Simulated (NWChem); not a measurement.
All runs are NWChem calculations. System: O₂S, charge 0, spin multiplicity 1, displaced from the optimised geometry. Level: RHF/cc-pVDZ, spin-restricted.

The NWChem input:

```
start mol
memory heap 200 mb stack 900 mb global 1100 mb
geometry units angstroms nocenter noautoz noautosym
  O      1.250381     0.000000    -0.371341
  S      0.000000     0.000000     0.371341
  O     -1.150351     0.000000    -0.311927
end
basis spherical
  * library cc-pvdz
end
scf
  rhf
  nopen 0
  maxiter 100
  thresh 1e-7
  semidirect memsize 60000000 filesize 0
end
task scf energy
```

Output (cleaned and shortened):

```
             Northwest Computational Chemistry Package (NWChem) 7.3.0
             --------------------------------------------------------

                                NWChem Input Module
                                -------------------

 Scaling coordinates for geometry "geometry" by  1.889725989
 (inverse scale =  0.529177249)

                             Geometry "geometry" -> ""
                             -------------------------

 Output coordinates in angstroms (scale by  1.889725989 to convert to a.u.)

  No.       Tag          Charge          X              Y              Z
 ---- ---------------- ---------- -------------- -------------- --------------
    1 O                    8.0000     1.25038100     0.00000000    -0.37134100
    2 S                   16.0000     0.00000000     0.00000000     0.37134100
    3 O                    8.0000    -1.15035100     0.00000000    -0.31192700

 Effective nuclear repulsion energy (a.u.)     111.3027654532

            Nuclear Dipole moment (a.u.)
            ----------------------------
        X                 Y               Z
 ---------------- ---------------- ----------------
     1.5122343251     0.0000000000     0.8982094391


 Summary of "ao basis" -> "" (spherical)
 ------------------------------------------------------------------------------
       Tag                 Description            Shells   Functions and Types
 ---------------- ------------------------------  ------  ---------------------
 *                          cc-pvdz                   on all atoms

 Summary of "ao basis" -> "ao basis" (spherical)
 ------------------------------------------------------------------------------
       Tag                 Description            Shells   Functions and Types
 ---------------- ------------------------------  ------  ---------------------
 O                          cc-pvdz                  6       14   3s2p1d
 S                          cc-pvdz                  8       18   4s3p1d

                                 NWChem SCF Module
                                 -----------------

  ao basis        = "ao basis"
[...]
    28      0.161565  2 S  d -2

 Vector   16  Occ=2.000000D+00  E=-4.777352D-01
              MO Center=  2.0D-01,  1.1D-16,  1.6D-01, r^2= 1.9D+00
   Bfn.  Coefficient  Atom+Function         Bfn.  Coefficient  Atom+Function
  ----- ------------  ---------------      ----- ------------  ---------------
    18      0.538892  2 S  s                  6     -0.398977  1 O  pz
    38     -0.324473  3 O  pz                24      0.321320  2 S  pz
     9     -0.319025  1 O  pz                41     -0.261287  3 O  pz

 Vector   17  Occ=0.000000D+00  E= 4.021384D-02
              MO Center=  4.0D-02, -7.6D-17,  2.3D-01, r^2= 2.0D+00
   Bfn.  Coefficient  Atom+Function         Bfn.  Coefficient  Atom+Function
  ----- ------------  ---------------      ----- ------------  ---------------
    26      0.660764  2 S  py                23      0.434716  2 S  py
    40     -0.391359  3 O  py                 8     -0.373905  1 O  py
    37     -0.310610  3 O  py                 5     -0.307173  1 O  py

 Vector   18  Occ=0.000000D+00  E= 2.618299D-01
              MO Center=  6.4D-02, -9.1D-17,  4.3D-01, r^2= 2.5D+00
   Bfn.  Coefficient  Atom+Function         Bfn.  Coefficient  Atom+Function
  ----- ------------  ---------------      ----- ------------  ---------------
    25      1.182466  2 S  px                 3     -1.024468  1 O  s
    18      0.762890  2 S  s                 27     -0.730289  2 S  pz
     7      0.426418  1 O  px                41      0.322099  3 O  pz
     9     -0.271316  1 O  pz                39     -0.216506  3 O  px
    22      0.192227  2 S  px                38      0.182016  3 O  pz

 Vector   19  Occ=0.000000D+00  E= 2.657020D-01
              MO Center= -3.0D-02, -2.4D-16,  2.8D-01, r^2= 2.6D+00
   Bfn.  Coefficient  Atom+Function         Bfn.  Coefficient  Atom+Function
  ----- ------------  ---------------      ----- ------------  ---------------
    18      1.197707  2 S  s                 35     -1.179251  3 O  s
    25     -0.995285  2 S  px                27     -0.932153  2 S  pz
    39     -0.443834  3 O  px                 7      0.302635  1 O  px
     9      0.232055  1 O  pz                41     -0.175111  3 O  pz
     4      0.170862  1 O  px                36     -0.170013  3 O  px

 center of mass
 --------------
 x =   0.04727044 y =   0.00000000 z =   0.02788210

 moments of inertia (a.u.)
 ------------------
          29.128175412741           0.000000000000           6.109894778119
           0.000000000000         193.873674832852           0.000000000000
           6.109894778119           0.000000000000         164.745499420111

  Mulliken analysis of the total density
  --------------------------------------

    Atom       Charge   Shell Charges
 -----------   ------   -------------------------------------------------------
    1 O    8     8.51   2.00  0.86  0.98  2.75  1.89  0.02
    2 S   16    15.09   2.00  2.01  0.98  0.76  6.00  2.00  0.71  0.62
    3 O    8     8.40   2.00  0.86  0.93  2.83  1.75  0.03

       Multipole analysis of the density wrt the origin
       ------------------------------------------------

     L   x y z        total         open         nuclear
     -   - - -        -----         ----         -------
     0   0 0 0     -0.000000      0.000000     32.000000

     1   1 0 0     -0.266382      0.000000      1.512234
     1   0 1 0      0.000000      0.000000      0.000000
     1   0 0 1      0.833414      0.000000      0.898209

     2   2 0 0    -20.491915      0.000000     82.470447
     2   1 1 0      0.000000      0.000000      0.000000
     2   1 0 1      0.212594      0.000000     -3.013755
     2   0 2 0    -14.938486      0.000000      0.000000
     2   0 1 1     -0.000000      0.000000      0.000000
     2   0 0 2    -16.616466      0.000000     14.597964

 Task  times  cpu:        0.6s     wall:        0.6s

 Total times  cpu:        0.6s     wall:        0.6s
```
